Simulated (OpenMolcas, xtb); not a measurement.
**AlSiNH8 (SMILES [AlH3-][NH2+][SiH3]): the energy, rung by rung**

AlSiNH8: 11 atoms, total charge 0, spin state singlet. SMILES: `[AlH3-][NH2+][SiH3]`. The shape is that of a PBE0-D4/def2-TZVP optimisation.

```tsv
atom	x (Å)	y (Å)	z (Å)
Al	-0.9001	1.2111	-0.7408
N	-0.0283	0.1435	0.8027
Si	0.8762	-1.2487	0.1286
H	-0.7211	0.0919	-1.8824
H	0.0938	2.4653	-0.8067
H	-2.3772	1.4353	-0.1651
H	0.5667	0.7865	1.3167
H	-0.7685	-0.1448	1.4359
H	1.6515	-1.8829	1.2283
H	1.7948	-0.7168	-0.8967
H	-0.1225	-2.1974	-0.4001
```

Quantity: the energy change with the Al1–H6 bond stretched from 1.601 to 2.882 Å, in eV. The values are calculated.

```
                        level                   kind     program  value (eV)  less CCSD(T)/def2-SVP
                       GFN-FF            force field         xtb        0.84                  -1.84
   HF/def2-SVP (unrestricted)           Hartree–Fock  OpenMolcas        2.70                  +0.02
  SVWN5/def2-SVP (restricted)                    LDA  OpenMolcas        2.53                  -0.15
    PBE/def2-SVP (restricted)                    GGA  OpenMolcas        2.51                  -0.17
  M06-L/def2-SVP (restricted)               meta-GGA  OpenMolcas        2.78                  +0.10
 M06-2X/def2-SVP (restricted)        hybrid meta-GGA  OpenMolcas        2.88                  +0.20
 B2PLYP/def2-SVP (restricted)          double hybrid  OpenMolcas        2.81                  +0.13
    MP2/def2-SVP (restricted)    perturbation theory  OpenMolcas        2.98                  +0.30
CCSD(T)/def2-SVP (restricted)  coupled cluster or CI  OpenMolcas        2.68                   0.00
```

Differences are taken from CCSD(T)/def2-SVP (restricted) for orientation; it has basis-set and higher-order errors of its own. At this stretch a single reference begins to fail. The first shape isn't each level's own minimum. The values span 0.84 to 2.98 eV. Spin contamination of the reference (⟨S²⟩ at least 0.1 too high) touches HF/def2-SVP.
